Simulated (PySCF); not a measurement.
CO.
SMILES: `[C-]#[O+]`

Computed, not measured: PBE0-D3(BJ)/def2-SVP geometry optimisation, gas phase in PySCF.

Masses are those of the commonest isotopes; rigid-rotor values at the optimised geometry. 

(1) What are the moment of inertia and the rotational constant?

(2) List the first levels of a rigid rotor in a Σ state.

(3) Where do the first rotational lines fall?

(4) Estimate the classical rotational partition function at 25 K and 100 K.

Results:

(1) I = 8.726 u·Å², B = 505379 MHz·u·Å²/I = 57919 MHz (1.9320 cm⁻¹, or 2.780 K as hB/k). For two atoms I = μr² with μ = 6.8562 u and r = 1.1281 Å.

(2) E(J) = BJ(J+1): J = 1: 3.864, J = 2: 11.592, J = 3: 23.184, J = 4: 38.640, J = 5: 57.959, J = 6: 81.143 cm⁻¹.

(3) The dipole is 0.21 D; J+1 ← J lies at 2B(J+1): 1 ← 0 at 115.84 GHz, 2 ← 1 at 231.68 GHz, 3 ← 2 at 347.52 GHz, 4 ← 3 at 463.35 GHz, 5 ← 4 at 579.19 GHz, 6 ← 5 at 695.03 GHz.

(4) Point group C∞v, symmetry number σ = 1; q = kT/(σhB), k/h = 20836.6 MHz/K: 9.0 at 25 K, 36.0 at 100 K.

PBE0-D3(BJ)/def2-SVP frequencies: not computed here. These are rigid-rotor constants of the computed structure; measured ground-state constants (B0) also hold zero-point vibration.
